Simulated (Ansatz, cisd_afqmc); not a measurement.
Species: H$_{2}$S, charge 1, doublet. H2S+ (parent SMILES S, doublet).
B3LYP-D3(BJ)/def2-TZVP minimum from Ansatz (a first-principles code):
```xyz
3

S      0.0008     0.0010     0.1042
H     -0.0001     0.9820    -0.8435
H     -0.0127    -0.9982    -0.8242
```
Charge +1, spin multiplicity 2.

Total energies in cc-pV(D+d)Z, 7 correlated electrons, 5 frozen orbitals. Open shells are spin-unrestricted; no spin-orbit coupling. Correlated methods leave the cores frozen. No relativity. AFQMC/CISD: phaseless, guided by CISD from CCSD amplitudes; bars are statistical, one sigma. Outlying blocks are dropped, and bars are widened where a walk drifts. Over all cases where full CI ran beside it in this data, AFQMC minus full CI had a median of +0.1 mEh and passed +0.4 mEh in a tenth of the cases. Full CI freezes restricted core orbitals and the other rows unrestricted ones, which leaves a small offset even where coupled cluster is exact.

```
method         program         energy (Eh)  error against FCI (mEh)
----------  ----------  ------------------  -----------------------
HF              Ansatz          -398.36061                   147.05
MP2             Ansatz          -398.47740                    30.25
CCSD            Ansatz          -398.50386                     3.80
CCSD(T)         Ansatz          -398.50690                     0.75
CCSDT(Q)        Ansatz          -398.50765                     0.01
CCSDTQ          Ansatz          -398.50767                    -0.01
AFQMC/CISD  cisd_afqmc  -398.5075 ± 0.0001                0.2 ± 0.1
FCI             Ansatz          -398.50766                     0.00
```

Rough core times of Ansatz's runs on a shared machine: CCSD(T) under 20 s, CCSDT(Q) under 20 s, CCSDTQ 3 min, FCI 3 min.
